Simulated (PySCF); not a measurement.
Ionisation energy of S by level of theory

S [Ne] 3s2 3p4 (3P) → S⁺ [Ne] 3s2 3p3 (4S), as a difference of total energies. Computed with PySCF 2.14 in def2-SVP (4s3p1d, 18 functions), with no relativity, point nucleus. Correlated levels: valence: [Ne] frozen. The calculations carry no spin-orbit coupling.

Order these methods by the ionisation energy they give, lowest first.
A. BP86
B. CCSD (valence)
C. UHF
D. B3LYP

C (9.190 eV), B (9.563 eV), D (10.442 eV), A (10.526 eV).

Errors of the correlated levels include the incompleteness of this basis and the frozen core.

For comparison: 10.336 eV (measured; NIST levels, between the centres of gravity of the two terms).
